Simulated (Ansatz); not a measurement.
# AlH₂F: small, medium and large basis sets

One table from this session's results is given with a row withheld; the runs are named, their logs left out.

Method: one geometry, several basis sets; program: Ansatz 0.2.0, Gaussian basis.

Plan: PBE0-D4/def2-SVP; ωB97M-V/def2-SVP; PBE0-D4/def2-QZVPP; ωB97M-V/def2-QZVPP; CCSD(T)/cc-pV(D+d)Z; CCSD(T)/cc-pV(T+d)Z; CCSD(T)/cc-pV(Q+d)Z; the functionals' def2-TZVPP values are taken from earlier runs.

## The geometry

All runs share one geometry, relaxed beforehand with PBE0-D4 in a triple-zeta def2 set.

SMILES `[F][AlH2]`, 4 atoms, charge 0, spin multiplicity 1.

Atoms are counted from 1 here; the program's logs count them from 0.

Bond lengths: F1–Al2 1.650 Å, Al2–H3 1.576 Å, Al2–H4 1.576 Å. Angles: F1–Al2–H3 117.0°, F1–Al2–H4 117.0°, H3–Al2–H4 126.1°.

The first run:

File in.yaml:

```yaml
crystal:
  periodic: [false, false, false]
  atoms:
    - {symbol: F, position_ang: [-0.330317, -0.029967, 1.551872]}
    - {symbol: Al, position_ang: [0.026202, -0.014763, -0.058872]}
    - {symbol: H, position_ang: [-0.405822, -1.276273, -0.898294]}
    - {symbol: H, position_ang: [0.765436, 1.260705, -0.615106]}
basis:
  gaussian: {orbitals: def2-SVP}
hamiltonian: {xc: pbe0, dispersion: d4}
output: {orbitals: {seedname: orbitals}}
```

Started as:

```console
$ ansatz run in.yaml --threads 4 --pin off --events-out ev --progress --plain --max-ram 10444MiB
```

Among the steps run: PBE0-D4 in def2-SVP; ωB97M-V in def2-SVP; PBE0-D4 in def2-QZVPP; ωB97M-V in def2-QZVPP.

One of the session's tables, all rows but one given; the rest of the session is left out.

```
functional       basis  HOMO (eV)  LUMO (eV)
   PBE0-D4    def2-SVP          ?          ?
   PBE0-D4  def2-TZVPP      -8.79      -1.37
   PBE0-D4  def2-QZVPP      -8.80      -1.42
   ωB97M-V    def2-SVP     -10.89       0.47
   ωB97M-V  def2-TZVPP     -11.01       0.22
   ωB97M-V  def2-QZVPP     -11.03       0.00
```

Estimate the missing values for PBE0-D4, def2-SVP.

The run gave: HOMO (eV): -8.72; LUMO (eV): -1.24. In the column «HOMO (eV)» it is the highest.
